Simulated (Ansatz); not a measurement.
# AlLi+ (quartet): wave-function methods side by side, aug-cc-pVTZ

How much of the correlation energy of AlLi+ (quartet) does each wave-function method recover here?

Computed with Ansatz 0.2.0, Gaussian basis. Level: aug-cc-pVTZ, core rule «outside noble gas», up to 6 orbitals frozen.

The runs, in order: UHF; CCSD(T) on ROHF; CCSD(T) on UHF; BCCD(T) on ROHF; CCSDT on ROHF; CCSDT on UHF; Full CI.

33 further runs of the same task are left out: 9 for a known fault of the program, 8 that didn't finish, 16 set aside as unsound or not needed. Runs told in other sessions of the task aren't counted.

### Step 1. What is computed

The geometry is a PBE0/def2-TZVP stationary point (not a proven minimum) of the parent state, kept for this charge and spin.

2 atoms, charge 1, spin multiplicity 4.

Atoms are counted from 1 here; the program's logs count them from 0.

No contacts short enough for the rule that draws bonds.

As a file:

```
Al    0.0000    0.0000    0.0000
Li    0.0000    0.0000    2.6353
```

### Step 2. UHF

Contents of in.yaml:

```yaml
crystal:
  periodic: [false, false, false]
  atoms:
    - {symbol: Al, position_ang: [0.000000, 0.000000, 0.000000]}
    - {symbol: Li, position_ang: [0.000000, 0.000000, 2.635300]}
basis:
  gaussian: {orbitals: aug-cc-pVTZ}
total_charge: 1
magnetization: {spin_polarized: true, initial_magnetization: 3}
hamiltonian: {xc: hf}
output: {orbitals: {seedname: orbitals}}
```

Run with:

```
ansatz run in.yaml --threads 1 --pin off --events-out ev --progress --plain --max-ram 2393MiB
```

Further steps of the session: CCSD(T) on ROHF; CCSD(T) on UHF; BCCD(T) on ROHF; CCSDT on ROHF; CCSDT on UHF; Full CI.

Q: Predict the results of all the runs planned. Wanted: FCI from the RHF energy; RMP2 from FCI; UMP2 from FCI; RCCSD from FCI; RCCSD(T) from FCI; UCCSD(T) from FCI; T1 diagnostic; effectively unpaired electrons.

As calculated:

| quantity | value |
| --- | --- |
| FCI from the ROHF energy | -0.3908 eV |
| RMP2 from FCI | +145.0 meV |
| UMP2 from FCI | +142.1 meV |
| RCCSD from FCI | +5.4 meV |
| RCCSD(T) from FCI | +1.9 meV |
| UCCSD(T) from FCI | -1.0 meV |
| levels within 1 kcal/mol (43 meV) | RCCSD, UCCSD, RCCSD(T), UCCSD(T), BCCD(T), RCCSDT, UCCSDT |
| T1 diagnostic | 0.004 |
| effectively unpaired electrons | 3.00 |

In words: RCCSD(T) misses by +1.9 meV, 0.5 % of the correlation energy. UCCSDT falls below full CI: unrestricted runs freeze a spin-polarised core, another one than full CI's, and coupled cluster isn't variational. One determinant dominates. These misses are within one basis, not against nature; the frozen cores of restricted and unrestricted runs differ, which can shift their rows.

Levels on UHF freeze UHF's core orbitals, full CI those of ROHF, so the U rows can settle a little off it for that reason alone.
